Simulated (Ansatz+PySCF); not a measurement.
Results of a calculation; reference values are marked as such.
Input for Ansatz (development build ahead of 0.2.0):

```yaml
crystal:
  periodic: [false, false, false]
  atoms:
    - { symbol: C, position_ang: [-0.97496, -0.64798, 0.0] }
    - { symbol: C, position_ang: [0.00333, 0.50612, 0.0] }
    - { symbol: H, position_ang: [-0.45222, -1.608, 0.0] }
    - { symbol: H, position_ang: [-1.6143, -0.56343, 0.88106] }
    - { symbol: H, position_ang: [-1.6143, -0.56343, -0.88106] }
    - { symbol: O, position_ang: [1.17842, 0.44876, 0.0] }
basis:
  gaussian: { orbitals: cc-pVTZ }
magnetization:
  spin_polarized: true
  initial_magnetization: 1
hamiltonian:
  xc: hf
correlation:
  method: mp2
  frozen_orbitals: { C: 1, H: 0, O: 1 }
output:
  forces: true
```

The input is written out in the form of the current development build from the run's settings.

The run gave:

```json
{
  "Converged": "yes",
  "Reference energy": "-152.35613 hartree",
  "Correlation energy": "-0.53736 hartree",
  "Total energy": "-152.89349 hartree",
  "Spin squared of the determinant": "0.763",
  "Stability test": "minimum",
  "Occupied orbitals by symmetry in an Abelian subgroup (alpha; beta)": "10 A' 2 A''; 9 A' 2 A''"
}
```

Forces (eV/Å):
```
atom      Fx      Fy      Fz
  C1  -0.151  -0.085   0.000
  C2  -0.970  -0.091   0.000
  H3  -0.042   0.139   0.000
  H4   0.097   0.011  -0.138
  H5   0.097   0.011   0.138
  O6   0.969   0.014   0.000
```
